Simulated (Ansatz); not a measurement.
Reaction (SMILES): Cl[O] (O-Cl) → ClO+ (triplet, bonded as [O]Cl) + e-
B3LYP-D3(BJ)/def2-TZVP geometries, fixed; electronic energies without zero-point terms.

Effect of the final integration grid (spheres per factor e of radius in core and valence, angular degree) at PBE/aug-cc-pV(T+d)Z with Ansatz (a program for electronic structure), against the last row, where the adiabatic ionisation energy is 10.66 eV. Open shells are unrestricted. The default's grid is 13, 11, 36.

```
setting                     largest shift of a total energy (mEh)  shift of the adiabatic ionisation energy (eV)
--------------------------  -------------------------------------  ---------------------------------------------
accuracy: medium (default)                                  0.000                                          0.000
final_grid: 4, 3, 11                                       -1.575                                          0.016
final_grid: 6, 5, 17                                       -0.141                                          0.003
final_grid: 8, 7, 23                                        0.005                                          0.000
final_grid: 10, 9, 29                                       0.000                                          0.000
final_grid: 18, 15, 47                                      0.000                                          0.000
final_grid: 26, 22, 59                                      0.000                                          0.000
```

Within 0.005 eV in the adiabatic ionisation energy: accuracy: medium (default); final_grid: 6, 5, 17; final_grid: 8, 7, 23; final_grid: 10, 9, 29; final_grid: 18, 15, 47. The largest shift is 1.575 mEh in a total energy and 0.016 eV in the difference.
